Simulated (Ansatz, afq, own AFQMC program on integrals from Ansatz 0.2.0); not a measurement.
## LiP, triplet in aug-cc-pVDZ, levels against CCSDT(Q)

```xyz
2

P     0.0000    0.0000    0.0000
Li    0.0000    0.0000    2.4501
```

Basis aug-cc-pVDZ. Only valence electrons are correlated. Integrals, coupled cluster, full CI and functionals: Ansatz 0.2.0; the random walks run on the same integrals in our own AFQMC program. ph-AFQMC/CISD is guided by a CISD state made of CCSD amplitudes; releasing the constraint for a short imaginary time cuts its bias at the price of noise, slowly where states lie close. ± is one standard error of the sampling.

Determinant: UHF, the one that the program's search chose, which needn't be the lowest solution. The geometry is a PBE0/def2-TZVPD stationary point of this or a neighbouring charge and spin state.

No full CI on the walks' own integrals is used here; CCSDT(Q) serves as the reference and is uncertain by about the last step of the cluster series.

Cautions: lower spins were not checked; the released energies move by 1.5 errors or more from one time to the next, so no released level is given (meV from the phaseless value at times in 1/Eh: -4 ± 8 at 0.24, -6 ± 6 at 0.51, 2 ± 5 at 0.99, 4 ± 6 at 1.62, -17 ± 8 at 2.40), though the last usable value meets CCSDT(Q) within the noise.

The T1 diagnostic is 0.0173 and the weight of the determinant in the CISD state is 0.917. The ⟨S²⟩ of the determinant is 2.018 and the size of the correlated space is 6 electrons in 44 orbitals.

```csv
level,correlation energy (eV)
MP2,-2.4169
CCSD,-2.9687
CCSD(T),-3.0608
```

Task: Estimate where phaseless AFQMC with a CISD trial lies against CCSD(T) on the same integrals.

Result: 0.98 ± 0.28 mEh below CCSD(T).

Reference: CCSDT(Q), correlation energy -3.089 eV.

```
        level  E − E(reference) (mEh)  share of correlation (%)
      CCSD(T)                    1.05                     99.08
        CCSDT                    0.23                     99.80
ph-AFQMC/CISD             0.07 ± 0.28                     99.94
```

A walk keeps the symmetry of its determinant, which the program's search chose and which needn't be the lowest solution, so a lower state of the same spin and another symmetry isn't excluded.
